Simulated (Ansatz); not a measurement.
The cluster Li₂S⁻, relaxed as a doublet with UKS r2SCAN-D4/def2-TZVPD in Ansatz, starting from the GFN1-xTB geometry. Force threshold 0.02 eV/Å.

The highest occupied level of the charge -1 doublet lies above zero (up to 0.79 eV). The electron is either unbound and held by the finite basis, or the level is raised by self-interaction error. The structure comes from a short search, and lower isomers may exist.

Start:

Cartesian coordinates in Å:
```
Li -1.737 -0.408 -0.140
Li 1.613 0.554 -0.542
S 0.124 -0.146 0.682
```

Estimate the energy that the relaxation releases and the steps that it takes.

16.4 kJ/mol, in 6 steps; 10 s on 4 threads of Arm Neoverse V1 on a shared host. No frequencies were taken in this run, so the end may be a saddle point.

Does the start keep its bonding and symmetry?

By distances, no bond broke or formed, bridged metal pairs apart. The bond that changes most is Li2–S3, from 2.05 to 2.15 Å (atoms count from 1). Metal–metal contacts that move far: Li1–Li2 3.51 to 2.86 Å. The end is the same structure that another start reached, the lowest one found. Point group C2v at the start, C2v at the end, both within 0.05 Å.

Predict the relaxed structure.


```xyz
3

Li   -1.4595   -0.2826   -0.3508
Li    1.2728    0.5027   -0.6784
S     0.1867   -0.2202    1.0292
```
Bond lengths (bridged metal pairs left out): 2 × Li–S 2.15 Å.
